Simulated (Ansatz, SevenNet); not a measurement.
Elastic constant C12 (GPa) of solids drawn from the class of elemental solids other than molecular ones, at two levels: the machine-learned potential SevenNet-l3i5 (trained on PBE and PBE+U data), and r²SCAN (plane waves, PAW; Ansatz, an electronic-structure program).

```
solid          SevenNet-l3i5  r²SCAN  shift (%)
-------------  -------------  ------  ---------
hcp Sc                  33.6    42.9        +28
fcc Pb                  37.3    40.9       +9.7
hcp Tc                   265     242       -8.7
hcp Os                   328     237        -28
fcc Cu                   141     143       +1.4
fcc Ag                  84.2    92.7      +10.1
hcp Ru                   263     198        -25
double-hcp La           23.0    16.5        -28
fcc Al                  62.1    73.3      +18.0
fcc Ca                  12.7    15.5        +22
```

The shifts run from -28 % to +28 %, with a median of +5.5 %.

Over all 10 rows r²SCAN is the larger in 6.

Ansatz's runs of these crystals have no spin polarisation. Meta-GGA and hybrid levels favour moments, which can bear on hcp Sc.

Spin–orbit coupling is left out, also for the solids with elements from indium on (fcc Pb, hcp Os, double-hcp La); its size isn't shown.

Each level is taken at its own relaxed cell. Ansatz's density-functional and Hartree–Fock values are scalar-relativistic unless marked +SOC, with PAW data made under PBE.
